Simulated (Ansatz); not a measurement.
**Energy profile**

The step: CH₈Si₂ ([CH3][SiH2][SiH3]) → Si₂H₄ ([SiH][SiH3]) + CH₄; bonds formed: C2–H3; bonds broken: Si1–C2, Si1–H3 (atoms numbered as in the saddle structure below).

```tsv
atom	x (Å)	y (Å)	z (Å)
Si1	-0.3332	1.2573	0.3456
C2	1.5207	0.6209	-0.3909
H3	0.2046	-0.1240	-0.2917
H4	-0.9464	1.4396	-1.0318
Si5	-1.3137	-0.9221	0.6279
H6	1.6878	-0.1263	-1.1733
H7	2.1202	0.3620	0.4799
H8	1.8487	1.5767	-0.8008
H9	-2.7551	-0.5796	0.7674
H10	-1.2223	-1.9801	-0.4240
H11	-0.8111	-1.5245	1.8916
```

Electronic energies by CCSD(T) at an estimated basis limit (MP2 extrapolated from triple and quadruple zeta, plus CCSD(T) − MP2 in triple zeta), on PBE0-D4/def2-TZVP structures; CH₈Si₂, singlet; no counterpoise correction. Program: Ansatz 0.2.0. Basis: def2-TZVPP and def2-QZVPP. Cores are frozen in the correlated methods. Extrapolation: Hartree–Fock as exp(−7.88 √X), correlation as X^−2.97.

Q: Give the profile in kcal/mol, counted from the start structure. (An estimate is asked for; the value comes from the calculation.)

A: By the calculation:
```json
{"point": "start structure", "kcal/mol": "0.00"}
{"point": "saddle", "kcal/mol": "70.50"}
{"point": "end structure", "kcal/mol": "50.01"}
{"point": "separated: Si₂H₄ (linked as [SiH][SiH3]; Si1, H4, Si5, H9, H10, H11; singlet) + CH₄ (C2, H3, H6, H7, H8; singlet)", "kcal/mol": "52.87"}
```

T1 diagnostic: at most 0.016. The restricted Hartree–Fock reference is unstable towards an unrestricted one at one or more of these structures.

Losses and insertions of silylenes and their heavier kin drive the gas-phase chemistry of silicon and germanium vapour deposition.

For scale, one of the runs: CCSD(T)/def2-TZVPP, 227 basis functions, launched by `ansatz run in.yaml --threads 4 --pin off --events-out ev --progress --plain --max-ram 9574MiB`. Hardware: 4 CPU threads of an AMD EPYC, shared host. Wall time 74 s; peak host memory 3.5 GiB.
